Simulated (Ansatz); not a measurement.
# Trial structures and their relaxed properties

These are results of Ansatz 0.2.0, DFT r2SCAN, scalar-relativistic, plane waves, PAW, not measurements. All cells share a 500 eV cutoff and Γ-centred k meshes spaced at most 0.3 Å⁻¹ (0.19 for metals, 2π included).

Each formula was placed on the sites of the named type and relaxed at zero pressure without lowering the symmetry. No run is spin-polarised. The smearing is 0.1 eV for metals and 0.01 to 0.02 eV otherwise. The zero of energy is the elements' standard structures at the same level; no fitted shifts are applied.

The k mesh leaves about 4 meV/atom of noise in metals. Weakly bound directions are ill-defined at this level, which has no dispersion term (I P6/mmm). Spin–orbit coupling is left out.

```
formula started on type final group a or a / b (Å) c (Å) V (Å³/atom) E over elements (eV/atom) gap on mesh (eV)
     Na omega P6/mmm            6.02   3.63         38.0                       0.01              0.00
     Re omega P6/mmm            4.36   2.73         14.9                       0.18              0.00
  Ti3C2  anti-A-type sesquioxide P-3m1            3.09   7.31         12.1                      -0.86              0.00
      I        trigonal selenium R-3m            4.80   6.17         41.0                       0.39              0.00
      I                  diamond Fd-3m            7.82   7.82         59.8                       0.69              0.00
     Re simple cubic Pm-3m            2.56   2.56         16.8                       1.44              0.00
     Na black phosphorus Fmmm     3.78 / 6.23  13.05         38.4                       0.04              0.00
      I                    omega P6/mmm            7.36   2.91         45.6                       0.13              0.00
     Re trigonal selenium Im-3m               ?      ?            ?                       0.27              0.00
     Na simple cubic Pm-3m            3.41   3.41         39.8                       0.13              0.00
BeNiAg3         cubic perovskite Pm-3m            4.67   4.67         20.3                       1.22              0.00
```

(1) Cell and volume of Re on the trigonal selenium type?

Answers

(1) a = 3.10 Å, c = 3.10 Å, V = 14.8 Å³/atom